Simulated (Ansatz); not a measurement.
## Worked example: correlation energy of Al$_{2}$H, quartet

Geometry: that of the Al2H, doublet, kept fixed. The doublet lies 0.9 eV lower here.

| atom | x (Å) | y (Å) | z (Å) |
| --- | --- | --- | --- |
| Al | 0.0000 | 0.0000 | 0.3526 |
| Al | 0.0000 | 0.0000 | -2.3244 |
| H | 0.0000 | 0.0000 | 1.9718 |

Basis cc-pVTZ; Ansatz 0.2.0. Only valence electrons are correlated (noble-gas cores frozen), which leaves 7 electrons in 72 orbitals. Prefix R: restricted or restricted open-shell reference; prefix U: unrestricted.

Full CI isn't at hand for all of this; UCCSDT(Q) serves as the reference, and is uncertain by about the last step of the cluster series.

Runs differ by some tens of microhartree through their thresholds and, for an open shell, their frozen cores, so steps under 0.03 kcal/mol mean nothing.

```csv
level,total energy (hartree)
UHF,-484.338746
UMP2,-484.444235
UCCSD,-484.470736
UCCSD(T),-484.478724
UCCSDT,-484.480697
UCCSDT(Q),-484.481383
```

What is the correlation energy at UCCSDT(Q), and what share of it do UMP2 and UCCSDT recover?

E(corr) = -484.481383 − (-484.338746) = -0.142637 hartree = -3.881 eV. UMP2: -0.105489 / -0.142637 = 73.96 %. UCCSDT: -0.141951 / -0.142637 = 99.52 %.

By how many kcal/mol does UCCSD(T) miss UCCSDT(Q) (1 hartree = 627.509 kcal/mol), and which steps make up the rest?

-484.478724 − (-484.481383) = 0.002659 hartree = 1.67 kcal/mol. Steps: UCCSDT − UCCSD(T) = -1.24, UCCSDT(Q) − UCCSDT = -0.43 kcal/mol. Differences between like states or geometries often cancel part of this.
